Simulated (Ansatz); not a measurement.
# BH₃OS: vertical ionisation energy

The task here is to estimate one member of a computed series from the others.

Program: Ansatz 0.2.0, Gaussian basis. Level of theory: unrestricted cation, the program's frozen cores in correlated methods. These are calculated values, not measurements.

Levels to be run: UKS PBE-D4/def2-TZVPP; UKS r2SCAN-D4/def2-TZVPP; UKS PBE0-D4/def2-TZVPP; UKS B3LYP-D4/def2-TZVPP; UKS wB97X-V/def2-TZVPP; UKS wB97M-V/def2-TZVPP; UKS B2PLYP/def2-TZVPP; UHF-CCSD(T)/def2-TZVPP; UHF-CCSD(T)/def2-QZVPP; extrapolation to the limit; then −ε(HOMO) from the neutral's earlier runs with LDA (SPW92), PBE-D4, revPBE-D4, BLYP-D4, r2SCAN-D4, B97M-V, PBE0-D4, B3LYP-D4, r2SCANh-D4, r2SCAN0-D4, HSE06-D4, BHLYP-D4, CAM-B3LYP-D4, LC-ωPBE, ωB97X-V, ωB97M-V.

**Structure used throughout**

The geometry comes from an earlier relaxation with PBE0-D4 in a triple-zeta def2 set; it is a stationary point.

SMILES `OBS`, 6 atoms, charge 0, spin multiplicity 1.

Atoms are counted from 1 here; the program's logs count them from 0.

Bond lengths: O1–B2 1.351 Å, O1–H4 0.961 Å, B2–S3 1.813 Å, B2–H5 1.193 Å, S3–H6 1.340 Å. Angles: B2–O1–H4 115.3°, O1–B2–S3 121.4°, O1–B2–H5 118.0°, S3–B2–H5 120.6°, B2–S3–H6 96.0°.

Set-up of the first run:

Input file in.yaml:

```yaml
crystal:
  periodic: [false, false, false]
  atoms:
    - {symbol: O, position_ang: [-1.104433, -0.090357, -1.001808]}
    - {symbol: B, position_ang: [0.054637, 0.169675, -0.358106]}
    - {symbol: S, position_ang: [0.336897, -0.392492, 1.342095]}
    - {symbol: H, position_ang: [-1.753104, -0.587079, -0.495385]}
    - {symbol: H, position_ang: [0.894345, 0.783624, -0.941867]}
    - {symbol: H, position_ang: [1.571657, 0.116628, 1.455072]}
basis:
  gaussian: {orbitals: def2-TZVPP}
total_charge: 1
magnetization: {spin_polarized: true, initial_magnetization: 1}
hamiltonian: {xc: pbe, dispersion: d4}
```

Command:

```
ansatz run in.yaml --threads 2 --pin off --events-out ev --progress --plain --max-ram 32768MiB --backend cpu
```

Among the steps run: Cation, UKS PBE-D4/def2-TZVPP; Cation, UKS r2SCAN-D4/def2-TZVPP; Cation, UKS PBE0-D4/def2-TZVPP; Cation, UKS B3LYP-D4/def2-TZVPP; Cation, UKS wB97X-V/def2-TZVPP; Cation, UKS wB97M-V/def2-TZVPP; Cation, UKS B2PLYP (frozen core)/def2-TZVPP; Cation, UHF-CCSD(T)/def2-TZVPP; Cation, UHF-CCSD(T)/def2-QZVPP.

One table of the session follows, with a row left open; its other results are not shown here.

It belongs to the step «Ionisation energies side by side». Orbital estimates, from the neutral's runs:

| functional | −ε(HOMO) (eV) |
| --- | --- |
| LDA (SPW92) | 6.81 |
| PBE-D4 | 6.67 |
| revPBE-D4 | 6.61 |
| BLYP-D4 | 6.50 |
| r2SCAN-D4 | 6.96 |
| B97M-V | 7.02 |
| PBE0-D4 | 7.90 |
| B3LYP-D4 | 7.64 |
| r2SCANh-D4 | 7.41 |
| r2SCAN0-D4 | 8.09 |
| HSE06-D4 | 7.50 |
| BHLYP-D4 | 8.98 |
| CAM-B3LYP-D4 | 9.22 |
| LC-ωPBE | ? |
| ωB97X-V | 10.26 |
| ωB97M-V | 10.09 |

Q: Estimate the row for LC-ωPBE from the others.

As computed: −ε(HOMO) (eV): 10.64. In the column «−ε(HOMO) (eV)» it is the highest.
